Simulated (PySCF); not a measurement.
[PySCF 2.14: NMR shieldings at PBE0/pcSseg-1/GIAO; PBE0-D3(BJ)/def2-SVP geometry; in vacuum; averaged over atoms made equivalent by symmetry, fast rotation or ring inversion; one conformer; non-relativistic]

Scale: 1H (31.27 ppm), 13C (184.41 ppm) vs TMS (reference shieldings calculated alike). Shifts are as computed. Against solution values, carbons near 30 ppm lie about +2 ppm off and those near 130 ppm about +5 ppm. Of 1211 compounds with measured shifts, 218 miss one by over three times the rms of a fit or turn the order of signals round; such compounds aren't used in these exercises. OH and NH positions are gas-phase values without hydrogen bonding to other molecules.

Problem. Order these molecules by the shift of their most deshielded carbon, lowest δ first.
A. CC(=O)OC(C)=O
B. [C]=C=[C]
C. C[SiH2]C
D. CN(C)P(N(C)C)N(C)C
E. OCC(F)F

Solution. C (-7.0 ppm, methyl carbon bonded to Si), D (37.9 ppm, methyl carbon bonded to N), E (118.3 ppm, sp3 CH bonded to 2 F), A (167.1 ppm, anhydride carbonyl carbon), B (374.9 ppm, carbon bonded to C).

Problem. Order these molecules by the shift of their most shielded carbon, lowest δ first.
A. [C]=C=[C]
B. OCC(F)F
C. C[SiH2]C
D. CC(=O)OC(C)=O
E. CN(C)P(N(C)C)N(C)C

Solution. C (-7.0 ppm, methyl carbon bonded to Si), D (23.2 ppm, methyl carbon α to a carbonyl), E (37.9 ppm, methyl carbon bonded to N), B (65.7 ppm, sp3 CH2 bonded to O), A (158.5 ppm, central carbon of an allene).

Problem. How many 13C and 1H signals does each give (equivalence by symmetry and fast rotation, but not about amide C–N or C=N bonds)? `OCC(F)F`, `C[SiH2]C`, `CN(C)P(N(C)C)N(C)C`, `[C]=C=[C]`, `CC(=O)OC(C)=O`

Solution. OCC(F)F: 2 C, 3 H; C[SiH2]C: 1 C, 2 H; CN(C)P(N(C)C)N(C)C: 1 C, 1 H; [C]=C=[C]: 2 C, 0 H; CC(=O)OC(C)=O: 2 C, 1 H.
